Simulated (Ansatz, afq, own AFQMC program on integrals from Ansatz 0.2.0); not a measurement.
Integrals from Ansatz 0.2.0, then the random walk in our own AFQMC program (afq).

```yaml
crystal:
  periodic: [false, false, false]
  atoms:
    - {symbol: Al, position_ang: [0.000000, 0.000000, 0.000000]}
    - {symbol: H, position_ang: [0.000000, 0.000000, 4.566000]}
basis:
  gaussian: {orbitals: aug-cc-pVDZ}
total_charge: -1
magnetization: {spin_polarized: false, initial_magnetization: 1}
correlation: {method: ccsd_t, electrons: outside_noble_gas, hamiltonian_folder: ham}
```

```sh
$ ansatz run in.yaml --threads 1 --pin off --events-out ev --progress --plain --max-ram 24576MiB --backend cuda --devices 0, --max-vram 18GiB
```

afq runs on the folder ham with

```
--method phaseless --trial hf --walkers 4000 --populations 20 --least-time 40 --time-step 0.005 --steps-per-block 20 --equilibration-blocks 160 --max-blocks 4000 --target-error 0.00135 --factor-cut 1e-05 --start spin_pure --seed 4432 --taylor-order 6
```

Times are imaginary, in 1/Eh. The walk had a cap of 49 s. With eight or more populations the least sampling time is a fifth of least-time, and the error comes from their spread.

```
orbitals 31  electrons 3 2  factors 184 of 356
reference energy -242.36644017 Eh
CCSD correlation -0.09028419 Eh in 20 cycles, weight of the determinant in the CISD state 0.8528
energy of the start -242.366440 Eh
 block  time / (1/Eh)  mean weight  energy / Eh
     1     0.100  1.0001  -242.374345
     2     0.200  1.0002  -242.381192
     3     0.300  1.0002  -242.387061
     4     0.400  1.0004  -242.392399
     5     0.500  1.0002  -242.397298
     8     0.800  1.0002  -242.409579
    13     1.300  1.0000  -242.423608
    25     2.500  1.0002  -242.441939
    31     3.100  1.0001  -242.451101
    49     4.900  1.0002  -242.454488
    67     6.700  0.9999  -242.455556
    85     8.500  1.0002  -242.456324
   103    10.300  1.0001  -242.462847
   121    12.100  0.9997  -242.456981
   139    13.900  1.0000  -242.455401
   157    15.700  1.0002  -242.460580
   175    17.500  1.0001  -242.460708
   193    19.300  1.0000  -242.456775
   211    21.100  1.0001  -242.458725
   223    22.300  1.0002  -242.463170
   229    22.900  1.0000  -242.459040
   235    23.500  1.0001  -242.458331
error from the spread of 20 populations
energy -242.458147 +/- 0.000976 Eh
(rows thinned)
```

(1) Estimate how long the walk took on 1 × NVIDIA H100 80GB HBM3 with 2 threads of AMD EPYC 7R13 Processor (Zen 3) (shared host) (the card was shared).

The run passed its tests (sampling time, drift between the halves within three errors, error under three times the target), which doesn't prove that it has relaxed.

Against this walk (error 26.6 meV) on the same determinant: CCSD(T) 13.5 meV lower (within the noise), CCSDT(Q) 49.8 meV lower (within the noise), CCSDTQ 50.5 meV lower (within the noise), full CI 50.6 meV lower (within the noise), a separate phaseless walk with a CISD trial and standard settings 26.1 ± 26.7 meV lower (within the noise). The error is statistical and leaves out the bias of the constraint.

Cautions: constraint bias not in the error; a spin-contaminated unrestricted determinant lies lower (UHF 298 meV lower, ⟨S²⟩ 1.64); strong correlation (T1 0.055, weight of the determinant 0.85, largest double 0.09).

Answers

(1) 29 s of wall time.

CCSDT and higher add their correlation energy to the determinant of the CCSD(T) run, since their own runs factorise the integrals more tightly (a shift of under 2 meV). A walk keeps the symmetry of its determinant, which the program's search chose and which needn't be the lowest solution, so a lower state of the same spin and another symmetry isn't excluded.
